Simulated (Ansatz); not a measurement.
# AlNH3 (quartet): the correlation ladder, cc-pVTZ

How much of the correlation energy of AlNH3 (quartet) does each wave-function method recover here?

Method: cc-pVTZ, core rule «outside noble gas», up to 6 orbitals frozen; program: Ansatz 0.2.0, Gaussian basis.

The runs, in order: UHF; CCSD(T) on ROHF; CCSD(T) on UHF; BCCD(T) on ROHF; CCSDT(Q) on ROHF; CCSDT(Q) on UHF.

9 further runs of the same task are left out: 4 for a known fault of the program, 5 set aside as unsound or not needed.

### 1 The geometry

The geometry is a PBE0/def2-TZVP stationary point (not a proven minimum) of the parent state, kept for this charge and spin.

5 atoms, charge 0, spin multiplicity 4.

Atoms are counted from 1 here; the program's logs count them from 0.

Bond lengths: Al1–N2 1.744 Å, Al1–H3 1.581 Å, Al1–H4 1.581 Å, N2–H5 1.005 Å. Angles: N2–Al1–H3 117.1°, N2–Al1–H4 117.1°, H3–Al1–H4 125.8°, Al1–N2–H5 180.0°.

### 2 UHF

File in.yaml:

```yaml
crystal:
  periodic: [false, false, false]
  atoms:
    - {symbol: Al, position_ang: [0.000000, 0.000000, 0.585096]}
    - {symbol: N, position_ang: [0.000000, 0.000000, -1.159176]}
    - {symbol: H, position_ang: [0.000000, 1.407264, 1.304973]}
    - {symbol: H, position_ang: [0.000000, -1.407264, 1.304973]}
    - {symbol: H, position_ang: [0.000000, 0.000000, -2.164038]}
basis:
  gaussian: {orbitals: cc-pVTZ}
magnetization: {spin_polarized: true, initial_magnetization: 3}
hamiltonian: {xc: hf}
output: {orbitals: {seedname: orbitals}}
```

The run is started by

```console
$ ansatz run in.yaml --threads 1 --pin off --events-out ev --progress --plain --max-ram 2816MiB --backend cpu
```

After this run come: CCSD(T) on ROHF; CCSD(T) on UHF; BCCD(T) on ROHF; CCSDT(Q) on ROHF; CCSDT(Q) on UHF.

Before running them: what should the planned runs give, taken together? Wanted: RCCSDT(Q) below the RHF energy; RMP2 from RCCSDT(Q); UMP2 from RCCSDT(Q); RCCSD from RCCSDT(Q); RCCSD(T) from RCCSDT(Q); UCCSD(T) from RCCSDT(Q); UCCSDT(Q) from RCCSDT(Q); T1 diagnostic.

The runs gave:

```
                         quantity                      value
   RCCSDT(Q) below the RHF energy                 -7.6170 eV
              RMP2 from RCCSDT(Q)                +1396.7 meV
              UMP2 from RCCSDT(Q)                +1427.3 meV
             RCCSD from RCCSDT(Q)                 +300.5 meV
          RCCSD(T) from RCCSDT(Q)                  +66.7 meV
          UCCSD(T) from RCCSDT(Q)                  +71.6 meV
         UCCSDT(Q) from RCCSDT(Q)                   -4.9 meV
levels within 1 kcal/mol (43 meV)  RCCSDT, UCCSDT, UCCSDT(Q)
                    T1 diagnostic                      0.054
```

**Reading.** RCCSD(T) misses by +66.7 meV, 0.9 % of the correlation energy. These misses are within one basis, not against nature; the frozen cores of restricted and unrestricted runs differ, which can shift their rows.
